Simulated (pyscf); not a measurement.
Single points on ωB97X-D3(BJ)/def2-SVP structures (PySCF, gas phase). MP2 and CC: frozen core, UHF for open shells. ΔMP2 is the change of the MP2 total energy from the triple- to the quadruple-zeta basis.

Question: For the elementary gas-phase step HF + [F–Ga–F]• → F–Ga(F)–F + H• (doublet surface; F–H broken, F–Ga formed), what barrier and reaction energy does CCSD(T)/def2-TZVPP + ΔMP2(QZVPP) give, measured from the separated reactants?

Answer: ΔE‡ = 1.65 eV, ΔE = +0.65 eV. Zero-point energy shifts the barrier by -0.17 eV. It is an atom transfer, with an imaginary mode of 2009i cm⁻¹. On the reactant side the descent ends in an adduct with a F–Ga contact (not fully relaxed), 0.45 eV under the separated species and 1.96 eV under the saddle at ωB97X-D3(BJ)/def2-TZVP. What is counted as formed (F–Ga) is already present as a longer contact in the reactant adduct; forming that adduct is a step of its own. At ωB97X-D3(BJ) the barrier from the zero used here is 1.51 eV. One saddle was located; it need not be the lowest between these sides. The angle at the transferred F is 151°. The CCSD(T) − MP2 part came from Ansatz, without density fitting, on the same reference. The frozen core leaves the outer d or s,p core shells of the metals and heavy elements correlated in the MP2 and CC values, and def2-TZVPP describes them poorly, which can shift differences by a few kcal/mol. Elements up to Kr have no core potential and no relativistic terms here.
